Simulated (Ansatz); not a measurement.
**BSiN (triplet): the correlation ladder at a displaced geometry (v1), cc-pVDZ**

An exercise on one series of results from a longer session: the logs are not shown, and one member is left open.

The runs use Ansatz 0.2.0, Gaussian basis; cc-pVDZ, core rule «outside noble gas», up to 7 orbitals frozen.

To be run: UHF; CCSD(T) on ROHF; CCSD(T) on UHF; BCCD(T) on ROHF; CISD; CCSDT(Q) on ROHF; CCSDT(Q) on UHF.

24 further runs of the same task are left out: 10 that didn't finish, 14 set aside as unsound or not needed.

### What is computed

The geometry is a PBE0/def2-TZVP stationary point (not a proven minimum) with its atoms shifted at random (size 0.040 Å).

3 atoms, charge 0, spin multiplicity 3.

Atoms are counted from 1 here; the program's logs count them from 0.

Bond lengths: B1–Si2 1.874 Å, Si2–N3 1.650 Å. Angles: B1–Si2–N3 176.9°.

Geometry (Å):

```xyz
3
BNSi
B    -0.0154   -0.0090    1.7984
Si   -0.0163   -0.0252   -0.0750
N     0.0317    0.0342   -1.7234
```

Set-up of the first run:

in.yaml reads:

```yaml
crystal:
  periodic: [false, false, false]
  atoms:
    - {symbol: B, position_ang: [-0.015433, -0.009008, 1.798440]}
    - {symbol: Si, position_ang: [-0.016266, -0.025151, -0.075013]}
    - {symbol: N, position_ang: [0.031698, 0.034159, -1.723427]}
basis:
  gaussian: {orbitals: cc-pVDZ}
magnetization: {spin_polarized: true, initial_magnetization: 2}
hamiltonian: {xc: hf}
output: {orbitals: {seedname: orbitals}}
```

Command:

```sh
$ ansatz run in.yaml --threads 1 --pin off --events-out ev --progress --plain --max-ram 2393MiB
```

Among the steps run: UHF; CCSD(T) on ROHF; CCSD(T) on UHF; BCCD(T) on ROHF; CISD; CCSDT(Q) on ROHF; CCSDT(Q) on UHF.

One table of the session follows, with a row left open; its other results are not shown here.

```
   method  from RCCSDT(Q) (kJ/mol)
     ROHF                   +980.0
      UHF                   +842.7
     RMP2                   +131.1
     UMP2                   +193.3
     CISD                   +204.9
    RCCSD                    +88.5
    UCCSD                    +86.2
 RCCSD(T)                    +16.4
 UCCSD(T)                    +32.7
  BCCD(T)                    +16.8
   RCCSDT                    +13.5
   UCCSDT                        ?
RCCSDT(Q)                        0
UCCSDT(Q)                     -6.3
```

**Question.** Estimate the row for UCCSDT.

**Answer.** from RCCSDT(Q) (kJ/mol): +13.0. In the column «from RCCSDT(Q) (kJ/mol)» it lies between RCCSDT(Q) (0) and RCCSDT (+13.5).

The program flags BCCD(T) as in doubt (see the logs), so those rows may rest on another solution; read them beside their warnings.

To keep in mind: The determinant is far from a pure spin state, so its energy mixes those of several spin states (harmless only where they are near-degenerate, as at dissociation). The program flags BCCD(T) as in doubt, so those rows may rest on another solution; read them beside their warnings. Warnings: spin contamination; coupled cluster took another determinant than the lowest; large T1 diagnostic. Restricted and unrestricted rows rest on different reference determinants; where their highest levels disagree by more than a few hundredths of an eV, they describe different states and don't form one ladder.
